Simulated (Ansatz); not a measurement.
Calculated with Ansatz (gas phase, PBE0-D4/def2-TZVP geometries, no zero-point term in ΔE). CCSD(T)/CBS is the MP2 limit (def2-TZVPP, def2-QZVPP) plus CCSD(T) − MP2 in def2-TZVPP, frozen cores. This one scheme is used for every species, atoms too. DFT in def2-TZVPP. B3LYP here is the variant with VWN-RPA as its local correlation; programs differ in this. Open shells (•) are unrestricted, without spin–orbit coupling. Spin–orbit coupling would lower the free atoms: a little for C.

Reaction (atomization): `CC1CCC1` → 5 C• + 10 H•

```tsv
level	ΔE (eV)	difference from CCSD(T)/CBS
PBE-D4	63.93	1.29
r2SCAN-D4	62.81	0.17
PBE0-D4	63.28	0.64
B3LYP-D4	62.68	0.04
ωB97X-V	62.81	0.17
ωB97M-V	62.88	0.24
B2PLYP	62.09	-0.55
PBE	63.64	1.00
r2SCAN	62.74	0.10
PBE0	63.04	0.40
B3LYP	62.22	-0.42
HF/def2-TZVPP	47.44	-15.20
MP2/def2-TZVPP	62.02	-0.62
SCS-MP2/def2-TZVPP	61.83	-0.81
CCSD/def2-TZVPP	60.64	-2.00
CCSD(T)/def2-TZVPP	61.38	-1.26
HF/def2-QZVPP	47.48	-15.16
MP2/def2-QZVPP	62.76	0.12
SCS-MP2/def2-QZVPP	62.67	0.03
HF/CBS(def2)	47.49	-15.15
MP2/CBS(def2)	63.28	0.64
CCSD/CBS(def2)	61.90	-0.74
CCSD(T)/CBS	62.64	0
```

Largest T1 diagnostic among the species: 0.009.

The D4 term adds +0.46 eV with B3LYP and +0.24 eV with PBE0; it sums over pairs of atoms, weighted by their polarisabilities, and B3LYP, whose exchange is more repulsive, gets the larger term. From PBE to PBE0 (25 % exact exchange), in def2-TZVPP and without D4, ΔE moves by −0.60 eV: exact exchange takes away binding that semilocal exchange gives to molecules. In def2-TZVPP, CCSD(T) changes the Hartree–Fock value by +13.94 eV (the triples alone add +0.74 eV) and MP2 by +14.58 eV; breaking electron pairs costs correlation energy, which Hartree–Fock lacks.

For atomizations the MP2-based limit and the directly extrapolated one differ by several kJ/mol either way, and by 10 to 25 for some Ge, Se and Sn compounds, so smaller differences from it don't rank the levels.
